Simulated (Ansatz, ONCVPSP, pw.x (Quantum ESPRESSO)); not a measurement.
From atom to crystal: ONCV potential for Ge (Z = 32)

```
Element                 : germanium (Ge)
Generator               : ONCVPSP 4.0.1.1 (patched build)
Type                    : optimised norm-conserving Vanderbilt (ONCV)
Functional              : LDA (Perdew-Wang 92)
Relativity              : scalar-relativistic
Frozen core             : [Ar] 3d10
Valence charge          : 4
Reference configuration : 4s2 4p2
Partial waves           : 4s: rc 1.65 bohr, ncon 4, nbas 7, qcut 4.4 1/bohr, 1 projector; 4p: rc 2.20 bohr, ncon 4, nbas 7, qcut 3.5 1/bohr, 2 projectors, debl 1.4 Ha
Local potential         : polynomial inside 1.50 bohr (lpopt 5, dvloc0 6 Ha)
Core correction         : Teter function, fcfact 5, rcfact 1.25
```

Atomic tests: cutoffs needed: 8.9 Ha and 20 Ha (the cutoffs (Ha) at which the residual kinetic energy of the hardest occupied pseudo-wave falls to 1 and 0.1 mHa per electron); ghost test: no bound ghost flagged; no localised positive-energy state flagged; largest excitation error: -101 meV (all-electron minus pseudo) for 4s1 4p0, out of 4 test configurations.

Crystal test: diamond Ge in pw.x 7.5, no spin, 8³ k-points, Fermi–Dirac smearing 0.01 Ry, cutoffs 50/200 Ry. The reference is all-electron LAPW (Ansatz 0.2.0) with the same functional, mesh and smearing; V0 and B0 come from Birch–Murnaghan fits to the pressures at five volumes. Errors are pseudo minus all-electron; Δ is the rms difference of the E(V) curves that follow from these fits, minima aligned, over ±6 % about the mean V0. Mesh and smearing are coarse, so the numbers serve the comparison and aren't converged zero-temperature values; the lattice is a test structure that the element need not adopt.

All-electron: a0 = 5.625 Å (V0 = 22.24 Å³/atom), B0 = 69.8 GPa.

**Question.** How far does the potential miss the all-electron equation of state?

**Answer.** mean pressure error (GPa): -7.36. The pressure does not cross zero within the volumes sampled, so no fit is given. This is a poor potential for the solid.

```tsv
V (Å³/atom)	P all-electron (GPa)	P pseudo (GPa)
21.111	4.14	-4.25
21.666	1.94	-5.89
22.222	0.06	-7.27
22.778	-1.56	-8.42
23.333	-2.98	-9.37
```

**Question.** At the middle volume, how do free energy and pressure move when the wave cutoff is lowered (ecutrho kept at four times it)?

**Answer.**

```csv
cutoff (Ry),shift of F (meV/atom),shift of P (GPa)
22,+23.5,-0.01
30,+11.3,+0.02
40,+5.4,+0.09
```

The run at the middle volume (29 k-points, 7 iterations) took about 13 s on one core of a shared host (Neoverse-N1, 64 threads, 124 GiB, load 47).
